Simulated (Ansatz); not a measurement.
Elastic constant C12 of some solids

Method: revPBE (PAW; Ansatz, an electronic-structure program). References are measured values at low temperature. The table is a random draw of 10 from 11 solids with such references.

Values in GPa.

```csv
solid,reference,revPBE,error (%)
diamond,125,117,-6.4
fcc Al,61.9,63.2,+2.1
hcp Ti,87,78.8,-9.4
fcc Cu,125¶,111,-11.2
bcc W,205¶,192,-6.3
hcp Mg,25.9¶,23.0,-11.2
bcc Mo,160¶,155,-3.1
bcc Ta,158¶,156,-1.3
hcp Zn,34.8¶,34.4,-1.1
diamond-structure Si,64.9,?,?
```

Problem. Estimate the withheld revPBE value.

Solution. The errors of the other rows run from -11.2 % to +2.1 %, with a median of -6.3 %; carried to the reference 64.9 it gives 60.8 GPa. The run gives 53.9 GPa (-16.9 %), -11.3 % from the estimate, outside the range of the other rows; the row was drawn at random, and such an estimate is rough. Over these 10 solids the mean error is -6.5 %, the mean absolute error 6.9 % (median 6.4 %), and the worst case diamond-structure Si at -16.9 %; the value is too low in 9 of 10 cases. Over all 11, from unrounded values, the mean error is -6.5 % and the mean absolute error 6.9 % (median 6.5 %).

All these references are low-temperature values that still hold zero-point motion.

Spin–orbit coupling is left out, also for the solids with elements from indium on (bcc W, bcc Ta); its size isn't shown.

¶ marks references of a special kind: fcc Cu, 125 GPa (measured, 0 K, extrapolated to 0 K; zero-point effects included; as tabulated in Malica and Corso (2021), arXiv:2109.00459); bcc W, 205 GPa (measured, 0 K, extrapolated to 0 K; zero-point effects included; as tabulated in Wang et al. (2022), arXiv:2209.12322); hcp Mg, 25.9 GPa (measured, 0 K, extrapolated to 0 K; zero-point effects included; as tabulated in Ibrahim et al. (2023), arXiv:2305.03577); bcc Mo, 160 GPa (measured, 0 K, 300 K values taken to 0 K by the source's computed thermal shift; zero-point effects included; as tabulated in Gong and Corso (2024), arXiv:2406.16634); bcc Ta, 158 GPa (measured, 0 K, extrapolated to 0 K; zero-point effects included; as tabulated in Wang et al. (2022), arXiv:2209.12322); hcp Zn, 34.8 GPa (measured, 0 K, extrapolated to 0 K; zero-point effects included; as tabulated in Galib et al. (2023), arXiv:2209.08184).

Differences are worked out from the printed values.

Each level is taken at its own relaxed cell. Caveats: shear constants of such metals converge slowly with the k mesh (bcc W, bcc Mo, bcc Ta). Ansatz's density-functional and Hartree–Fock values are scalar-relativistic unless marked +SOC, with PAW data made under PBE.

Ansatz's runs of these crystals have no spin polarisation.

Not in this set, of the solids of all kinds but layered and molecular ones with a reference value in our tables and a result at some level: 72 for a reference at room or unstated temperature; 19 for no value at revPBE (not run, a failed fit, an unstable or unbound cell, or a value held back for tests); 7 for one secondary page as the only source; 4 for sources at odds; 3 for a doubt noted on the run at revPBE; 1 for a high-temperature or high-pressure phase. These can be a level's best or worst cases. At least 14 more with a reference value are held back for tests. Solids without a released value at any level aren't counted. L1₀ solids are left out, as their cells have other axes than the references. The metals Ce to Yb are counted apart.

References as tabulated in Tanner et al. (2021), arXiv:2110.11888; Wang et al. (2022), arXiv:2209.12322; Li et al. (2021), arXiv:2102.01972; Ferrari et al. (2019), arXiv:1905.01197 and others.
